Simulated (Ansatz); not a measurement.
GeH, doublet along the distance Ge1-H2

Starting geometry (PBE0/def2-TZVP stationary point for this spin):

```xyz
2

Ge    0.0000    0.0000    0.0000
H     0.0000    0.0000    1.6012
```

From there H2 moves along the line of the two atoms named below, all else staying in place; atoms are numbered as listed. Energies are in kJ/mol, counted from the starting geometry at the same level. Kohn–Sham curves are unrestricted where that lies lower.

Basis cc-pVTZ; Ansatz 0.2.0. Only valence electrons are correlated (noble-gas cores and the filled d shells of p-block atoms frozen). No spin–orbit coupling is included, and no scalar relativity.

Unrestricted Kohn–Sham rows aren't spin-pure: their determinants' ⟨S²⟩ exceeds S(S+1) by up to 1.00, so they mix in states of higher spin. A value is left out where its run failed or describes another state than the reference as far as symmetry and spin tell, or, spin-broken singlets apart, can't be checked.

Functionals correlate the shells that the reference freezes, so part of their error here is the reference's.

Full CI is exact within this basis and frozen core; it isn't the basis-set limit.

```
distance Ge1-H2 (Å)  full CI    PBE  r2SCAN   PBE0  B3LYP  wB97X-V  wB97M-V  RPA-PBE
              1.312     86.2   87.1    79.5   82.5   83.1     79.9     78.4     87.8
              1.434     23.9   25.5    21.1   22.5   23.1     20.9     20.2     25.0
              1.601      0.0    0.0     0.0    0.0    0.0      0.0      0.0      0.0
              1.784     15.8   12.9    17.4   16.7   15.5     18.9     18.9     14.7
              1.946     46.1   40.8    49.0   48.2   45.6     52.9     52.2     44.3
              2.265    117.1  110.0   124.2  124.4  118.5    134.7    131.5    115.2
              2.550    174.3  170.2   185.0  188.1  180.9    204.5    198.6    174.9
              2.918    227.3  228.3   230.8  237.9  235.3    256.1    249.9    234.8
              3.483    264.3  266.7   263.7  267.0  272.1    283.5    277.5    266.6
              4.372    275.5  278.6   280.2  275.2  287.5    290.8    284.6    267.3
              5.486    276.7  279.7   283.2  276.1  289.8        –        –    267.1
```
